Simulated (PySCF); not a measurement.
# H5NS: the cost of one run

Computed with PySCF 2.14.0; each step states its level. No surroundings beyond the atoms listed, unless a continuum is named. Atoms count from 0, parts from 1.

## 1. Starting point

7 atoms, charge 0, multiplicity 1; geometry: GFN2-xTB. Parts: 1 = atoms 0–3, `N`, charge 0; 2 = atoms 4–6, `S`, charge 0.

## 2. Geometry optimisation at PBE0-D3(BJ)/def2-TZVPD

What the job is given:

```
{"job": {"xc": "PBE0", "basis": "def2-TZVPD", "d3": "d3bj", "grid": 3, "kind": "geom", "shake": 0.01}, "charge": 0, "multiplicity": 1, "parts": [{"atoms": "0-3", "charge": 0, "multiplicity": 1}, {"atoms": "4-6", "charge": 0, "multiplicity": 1}]}
N     -0.216961    -0.127566     0.343724
H     -0.481051    -0.791394    -0.369714
H     -0.424134     0.816500    -0.056422
H      0.785515    -0.183273     0.533639
S     -2.204590    -0.531530     2.843675
H     -1.189153    -0.740548     3.673779
H     -1.372952    -0.347674     1.800684
```

Run with:

```bash
> OMP_NUM_THREADS=1 python cluster_run.py task.json out
```

The driver reads the jobs from task.json and runs them one after another.

Q: Estimate the wall time and peak memory of this first job on 1 thread of Arm Neoverse N1, shared host.

About 43 s, with a peak of 0.55 GiB.
